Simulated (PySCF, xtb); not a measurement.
BF3, SMILES FB(F)F.

Geometry optimised at B3LYP-D3(BJ)/def2-TZVP. The isomer is the one that the SMILES or the coordinates give; other isomers of the formula were not compared.

Calculation: C-PCM-B3LYP/def2-SVP (PySCF).

The values are the electrostatic part of the solvation free energy, E(continuum) − E(gas) at the gas-phase geometry, in a cavity of scaled van der Waals radii (PySCF's table); cavitation and dispersion terms are not included. In vacuum the orbital gap is 12.19 eV. The dipole moment in vacuum is 0.00 D.

Problem. Estimate the values in water (ε = 78.36), chlorobenzene (ε = 5.70), dichloromethane (ε = 8.93). (An estimate is asked for; the answer gives what the named calculation found.)

Solution. 
```csv
solvent,ε,ΔG(elec) (kcal/mol),dipole (D),gap (eV)
water,78.36,-1.3,0.00,12.33
chlorobenzene,5.70,-1.1,0.00,12.30
dichloromethane,8.93,-1.2,0.00,12.31
```

For comparison, GFN2-xTB/ALPB(water) (xtb, at the GFN2-xTB geometry, all terms of that model) gives 0.7 kcal/mol.
